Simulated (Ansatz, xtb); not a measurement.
C2H4OS: which of two isomers lies lower

Structure I: `O/C=C\S`, a singlet. Structure II: `O=CCS`, a singlet. Both are isolated molecules in the gas phase, relaxed with PBE0-D3(BJ)/def2-SVP; the shapes shown needn't be the lowest conformers.

I (Å):

```xyz
8

C    -0.0671    0.2789   -0.4567
C     0.3625   -0.4372    0.5987
O     0.5460    1.3341   -0.9813
S     1.8160    0.0872    1.4632
H     1.3462    1.4843   -0.4412
H    -0.9958    0.0235   -0.9775
H    -0.2134   -1.2848    0.9732
H     2.7107   -0.7647    0.9040
```

II (Å):

```xyz
8

C    -2.0918   -1.3404   -2.8595
C    -1.9679   -0.8694   -1.4345
O    -1.2102   -1.3325   -3.6735
S    -0.3243   -0.2592   -0.9913
H    -3.1129   -1.7168   -3.1211
H    -2.7348   -0.0890   -1.2827
H    -2.2653   -1.7128   -0.7863
H     0.1767   -0.4871   -2.2293
```

Q: Estimate E(II) − E(I) at the level CCSD(T)/def2-TZVP.

A: Calculated at CCSD(T)/def2-TZVP: E(II) − E(I) = −20.5 kJ/mol, so structure II lies lower.

The same difference at several levels:

```tsv
level	geometry	E(II) − E(I) (kJ/mol)	departure from the last row (kJ/mol)	job, with rough time for the two
PBE0-D3(BJ)/def2-SVP	PBE0-D3(BJ)/def2-SVP	−13.2	+7.3	optimisation, 30 s
HF/def2-TZVP	PBE0-D3(BJ)/def2-SVP	−27.0	−6.5	part of the CCSD(T) run
MP2/def2-TZVP	PBE0-D3(BJ)/def2-SVP	−18.6	+1.9	part of the CCSD(T) run
CCSD(T)/def2-TZVP	PBE0-D3(BJ)/def2-SVP	−20.5		single point, 64 s
```

As drawn, II has 1 C=O, 1 C–C, 1 C–H in place of 1 C–O, 1 C=C, 1 O–H.

The levels shown agree on the order. The largest departure from CCSD(T)/def2-TZVP is that of PBE0-D3(BJ)/def2-SVP, 7.3 kJ/mol. Levels run at GFN2-xTB geometries aren't shown.

With harmonic frequencies from PBE0-D3(BJ)/def2-SVP (ideal gas, rigid rotor, one conformer each, 298.15 K, 1 atm): the zero-point term adds −4.7 kJ/mol; ΔH is −24.2 and ΔG −27.2 kJ/mol.

The correlated steps freeze 8 core orbitals. Mirror images aren't counted in ΔG. Programs: Ansatz 0.2.0; the last row on 2 threads of Arm Neoverse V1 on a shared host.
